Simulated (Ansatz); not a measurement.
## CCSD(T) against full CI for several species

Each species is computed at the geometry given (Å), with frozen cores, in Ansatz 0.2.0: RHF-CCSD(T) for singlets, UHF-CCSD(T) otherwise, and full CI in the same basis. The program picks the determinant by a search with trial CCSD, so it needn't be the lowest Hartree–Fock solution. States: InH singlet Σ⁺, CH⁺ singlet Σ⁺, AlBe doublet Π, HBAl doublet A''. Cases whose determinant has another symmetry than full CI's state, or lies over 0.5 eV above the lowest of its kind, whose (Q) step broke down or whose higher cluster runs on it stay over 0.1 eV above full CI weren't drawn. No spin–orbit coupling is included; scalar relativity enters only through core potentials past Kr.

Problem. Judging by size, spin and bonding and the diagnostics given, rank them by the size of CCSD(T)'s error in total energy against full CI in the same basis, smallest first (an estimate).
A. AlBe, doublet, aug-cc-pVDZ: Al 0.000 0.000 0.000; Be 0.000 0.000 2.961. T1 0.039, (T) -93 meV in a correlation energy of -2.78 eV
B. CH⁺, singlet, cc-pVQZ: C 0.000 0.000 0.000; H 0.000 0.000 1.140. T1 0.011, (T) -64 meV in a correlation energy of -3.29 eV
C. InH, singlet, def2-TZVPP: In 0.000 0.000 0.000; H 0.000 0.000 1.651. T1 0.011, (T) -28 meV in a correlation energy of -1.96 eV
D. HBAl, doublet, 6-31G: B 0.084 -0.087 0.309; Al -0.080 -0.020 -1.798; H -0.004 0.107 1.489. T1 0.034, (T) -53 meV in a correlation energy of -2.46 eV

Solution. C (7.9 meV), B (14.1 meV), D (31.8 meV), A (46.5 meV).

| species | basis | correlated electrons | CCSD(T) − full CI (meV) | CCSDT(Q) − full CI (meV) | unpaired electrons (full CI) | T1 | ⟨S²⟩ of the determinant |
| --- | --- | --- | --- | --- | --- | --- | --- |
| InH, singlet | def2-TZVPP | 4 | 7.9 | 0.2 | 0.07 | 0.011 | 0.00 |
| CH⁺, singlet | cc-pVQZ | 4 | 14.1 | 0.9 | 0.09 | 0.011 | 0.00 |
| HBAl, doublet | 6-31G | 7 | 31.8 | 1.3 | 1.12 | 0.034 | 0.76 |
| AlBe, doublet | aug-cc-pVDZ | 5 | 46.5 | 1.3 | 1.27 | 0.039 | 0.78 |

Unpaired electrons are Σ n²(2−n)² over natural occupations; an open shell counts its own unpaired electrons too. Frozen cores follow each run's orbitals, which moves totals by a few meV. RHF is unstable for CH⁺, singlet in cc-pVQZ: UHF reaches ⟨S²⟩ = 0.53.
